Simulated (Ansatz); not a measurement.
`CC(F)S` + H₂S → `FC(S)S` + CH₄ at 600 K and 1 bar (substitution at a C–C bond).

Calculated with Ansatz (gas phase, PBE0-D4/def2-TZVP geometries, no zero-point term in ΔE). CCSD(T)/CBS is the MP2 limit (def2-TZVPP, def2-QZVPP) plus CCSD(T) − MP2 in def2-TZVPP, frozen cores. This one scheme is used for every species. Each species was taken in one conformer, which may not be the lowest.

```csv
species,CCSD(T)/CBS energy (Eh),H − E (kJ/mol),S (J/(mol·K))
`CC(F)S`,-576.67585,224.4,371.4
H₂S,-398.97279,60.8,230.9
`FC(S)S`,-935.17586,147.6,381.2
CH₄,-40.46206,140.4,215.7
```

H − E and S are ideal-gas, rigid-rotor, harmonic terms from PBE0-D4/def2-TZVP, for one conformer and one mirror image of each species. 1 Eh = 2625.50 kJ/mol, R = 8.31446 J/(mol·K).

Question: By hand: ΔE, ΔH, ΔS and ΔG.

Answer: ΔE = (-935.17586) + (-40.46206) − (-576.67585) − (-398.97279) = 0.01072 Eh = 28.1 kJ/mol. Δ(H − E) = 147.6 + 140.4 − 224.4 − 60.8 = 2.8, so ΔH = 30.9 kJ/mol. ΔS = 381.2 + 215.7 − 371.4 − 230.9 = -5.4 J/(mol·K). ΔG = 30.9 − 600 × (-5.4)/1000 = 34.1 kJ/mol.

Question: By hand: the equilibrium constant, and the temperature at which ΔG would vanish if ΔH and ΔS stayed fixed.

Answer: log₁₀ K = −ΔG/(RT ln 10) = -3.0. ΔH and −TΔS have one sign here, so there is no such temperature.

The number of gas molecules stays the same, so ΔS is small and ΔH decides. A doubt of 5 kJ/mol in ΔE shifts log₁₀ K by 0.4 here. Other conformers and mirror images would add mixing entropy, several J/(mol·K) or more a flexible species. These are equilibria of isolated gas molecules and say nothing of rates. Largest T1 diagnostic: 0.012 (customary marks: 0.02 for closed shells, 0.045 for open ones).

ΔS is within the doubt of such terms, so its sign, and with it that verdict, could turn.
